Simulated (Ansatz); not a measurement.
**Relative stability**

Two relaxed structures of LiSi2H5, closed shell (PBE0-D4/def2-TZVP; forces vanish, vibrations not checked).

A:

Li1  (-2.760, 1.279, -0.269)
Si2  (-0.505, 0.568, -0.911)
Si3  (0.617, -0.572, 0.798)
H4  (-0.396, -0.387, -2.068)
H5  (0.472, 1.653, -1.276)
H6  (0.724, 0.282, 2.021)
H7  (2.001, -1.038, 0.487)
H8  (-0.152, -1.784, 1.218)
(Å)

B:

```xyz
8
angstrom
Li -1.3568 0.0753 1.3061
Si -0.5457 0.7866 -0.9630
Si 0.9834 -0.1981 0.5841
H -0.8074 0.0182 -2.2112
H -0.2829 2.2027 -1.3406
H 0.3494 0.7222 1.6876
H -0.1273 -1.2644 0.8937
H -1.9616 0.8812 -0.3475
```

Ansatz 0.2.0; basis: def2-TZVPP; cores frozen in the correlated methods. The outer core shell of Li, Na, Mg and K is correlated. B3LYP uses VWN-RPA correlation.

Question: Which structure is lower at CCSD(T), and by how much? (Judge from chemistry; the value comes from the calculation.)

Answer: By the calculation: B, by 0.120 eV (electronic energy, against the other). By their contacts, A is LiSi₂H₅ ([Li][SiH2][SiH3]) and B is LiSi₂H₅ ([H]1[SiH2]2[Si]34[H][Li]123[H]4).

Question: Do the other methods give the same order? (A judgement: the text doesn't fix the answer.)

Answer: By the calculation: Not all: HF gives the other order.

| method | E(B) − E(A) (eV) |
| --- | --- |
| PBE-D4 | -0.220 |
| r2SCAN-D4 | -0.168 |
| PBE0-D4 | -0.160 |
| B3LYP-D4 | -0.134 |
| wB97M-V | -0.224 |
| HF | 0.135 |
| MP2 | -0.109 |
| CCSD | -0.089 |
| CCSD(T) | -0.120 |

The T1 diagnostic stays at or below 0.015.

Labels in which every atom is bracketed show which atoms are joined, not bond orders.

For scale, one of the runs: CCSD(T)/def2-TZVPP, 173 basis functions, launched by `ansatz run in.yaml --threads 2 --pin off --events-out ev --progress --plain --max-ram 4352MiB`. The run took 9.5 s on 2 CPU threads of an Intel Xeon 6975P-C (shared host), with 1.5 GiB of host memory at its peak.
